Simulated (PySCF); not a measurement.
## methylamine: ΔSCF against reference XPS values

Measured values to reproduce (core binding energies): N 1s of N2 (atom 2) 405.10 eV [1]; N 1s of N2 405.17 eV [2]; N 1s of N2 405.17 eV [3]. Sources and the comparison follow the method.

Species: methylamine, CH₅N.
Numbering: `[CH3:1][NH2:2]`

The calculation used PySCF, delta-SCF UKS SCAN, pcX-2 on the ionised atom, pcseg-1 elsewhere, spin-free X2C. Vertical ΔSCF values, vacuum level as zero.

| atom | environment | level | this calculation (eV) | reference (eV) | difference (eV) | source |
| --- | --- | --- | --- | --- | --- | --- |
| N2 | primary amine nitrogen | N 1s | 405.09 | 405.10 | -0.01 | [1] |
| N2 | primary amine nitrogen | N 1s | 405.09 | 405.17 | -0.08 | [2] |
| N2 | primary amine nitrogen | N 1s | 405.09 | 405.17 | -0.08 | [3] |

[1] measured, gas; Qian, Crumlin, Prendergast, Phys. Chem. Chem. Phys. 2022, 24, 2243
[2] measured, gas; CORE65 (Golze, Keller, Rinke, J. Phys. Chem. Lett. 2020, 11, 1840), as tabulated in Jana, Herbert, J. Chem. Phys. 2023, 158, 094111, SI
[3] measured, gas; Jolly, The use of core electron binding energies as bench marks for the comparison of valence shell ionization potentials, LBL-11396 (1980); values from Bakke, Chen, Jolly 1980

Question: How well does this level of theory reproduce the measurements here?

Answer: Over the 2 different measured values (1 distinct line) the mean signed difference is -0.05 eV, the mean unsigned one 0.05 eV and the largest 0.08 eV. The calculation is vertical and has no vibrational structure, and measured positions depend on the energy calibration.

Question: What does the calculation give for the levels without a reference value here?

Answer: C1 C 1s 291.50 eV.

Geometry: GFN2-xTB; no solvent, vibrations or thermal averaging.
